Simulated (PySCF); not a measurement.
Rigid-rotor lines calculated for a species of formula C4H5N (commonest isotopes; PySCF 2.14.0, PBE0-D3(BJ)/def2-TZVP geometry optimisation, gas phase), labelled J(Ka,Kc):

| transition | MHz |
| --- | --- |
| 2(0,2) ← 1(0,1) | 8677.9 |
| 2(1,1) ← 1(1,0) | 8797.6 |
| 2(1,2) ← 1(1,1) | 8558.7 |
| 1(1,1) ← 0(0,0) | 40556.0 |
| 1(0,1) ← 0(0,0) | 4339.1 |

**Question.** Find the rotational constants.

**Answer.** 1(0,1) ← 0(0,0) is B + C, 2(1,1) ← 1(1,0) is 3B + C and 2(1,2) ← 1(1,1) is B + 3C, so B − C is half the difference of the last two, 119.4 MHz. 1(1,1) ← 0(0,0) is A + C. A = 38446.2, B = 2229.3, C = 2109.8 MHz.

**Question.** What moments of inertia, asymmetry and inertial defect follow?

**Answer.** I = 505379 MHz·u·Å² over each constant: Ia = 13.15, Ib = 226.70, Ic = 239.54 u·Å²; κ = (2B − A − C)/(A − C) = -0.993 (near-prolate asymmetric top); Δ = Ic − Ia − Ib = -0.31 u·Å².

**Question.** Which dipole components do these lines need?

**Answer.** μa and μb (a-type: ΔKa even, ΔKc odd; b-type: both odd). The calculation gives |μa| = 2.55 D, |μb| = 0.39 D, |μc| = 0.79 D.

**Question.** Predict further lines from these constants: 2(2,1) ← 2(1,1); 2(2,1) ← 1(1,1); 2(2,1) ← 1(1,0); 2(1,1) ← 2(0,2); 2(1,1) ← 1(0,1); 1(1,0) ← 1(0,1).

**Answer.** 
```csv
transition,MHz,type,branch
"1(1,0) ← 1(0,1)",36336,b,Q
"2(1,1) ← 2(0,2)",36456,b,Q
"2(1,1) ← 1(0,1)",45134,c,R
"2(2,1) ← 2(1,1)",108651,c,Q
"2(2,1) ← 1(1,0)",117448,b,R
"2(2,1) ← 1(1,1)",117568,c,R
```

**Question.** Which structure gave them?

**Answer.** `C=C=C=CN`. Three constants can't fix a structure by themselves; this is the one that was computed:
```
atom  x, y, z in Å
C1     2.598   -0.314    0.266
C2     1.328    0.024    0.299
C3     0.110    0.344    0.335
C4    -1.161    0.710    0.358
N5    -2.243   -0.131    0.317
H6     2.902   -1.354    0.269
H7     3.378    0.439    0.233
H8    -1.413    1.768    0.360
H9    -2.068   -1.105    0.504
H10   -3.106    0.219    0.695
```

Whether it is a minimum is left open (no frequencies). Zero-point vibration and centrifugal distortion are left out. A rigid rotor knows nothing of inversion at nitrogen, which can split or shift real lines. Quadrupole hyperfine structure (14N) is left out.

On Arm Neoverse V1, one thread (shared host), this took 52 s of wall time and 0.76 GiB of memory at its peak. These figures are those of the optimisation.
